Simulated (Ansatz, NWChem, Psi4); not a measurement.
## Abstraction of F: MgHF + SF → MgH + SF2

Gas-phase species: MgHF `[F][MgH]`, singlet; SF (Monosulfur monofluoride), doublet; MgH, doublet; SF2 (sulfur difluoride) `FSF`, singlet. A radical takes F: the energy is the difference in strength between the Mg–F bond broken and the S–F bond made.

Shapes, held fixed at every level: PBE0-D4/def2-TZVP. Programs: Ansatz 0.2.0, NWChem 7.3.0, Psi4 1.11. A level may come from different programs for different species; with the same settings they agree closely. The zero-point and thermal change to 298 K, harmonic and unscaled (PBE0-D4/def2-TZVP), is -2.2 kJ/mol.

| level | kind | ΔH(298 K) (kJ/mol) | less CCSD(T)/def2-TZVPP |
| --- | --- | --- | --- |
| PBE-D4/def2-TZVPP | GGA | +189.6 | -33.0 |
| B3LYP/6-31G* (Cartesian functions) | global hybrid | +234.4 | +11.8 |
| PBE0/def2-SVP | global hybrid | +234.2 | +11.6 |
| BHLYP-D4/def2-TZVPP | global hybrid | +226.3 | +3.7 |
| PBE0-D4/def2-TZVPP | global hybrid | +199.6 | -23.0 |
| r2SCAN0-D4/def2-TZVPP | global hybrid | +213.9 | -8.7 |
| wB97X-V/def2-TZVPP | range-separated hybrid | +218.3 | -4.3 |
| CCSD(T)/def2-TZVPP | coupled cluster or CI | +222.6 | 0.0 |

The highest level, CCSD(T)/def2-TZVPP, gives ΔH(298 K) = +222.6 kJ/mol; the levels span +189.6 to +234.4. The column of differences is taken from that level and isn't an error. No measured value is set beside it here. Open shells run unrestricted. Outer-core shells of Mg are correlated, in sets that cover them unevenly. Sets without diffuse functions underbind ionic bonds of s-block metals.
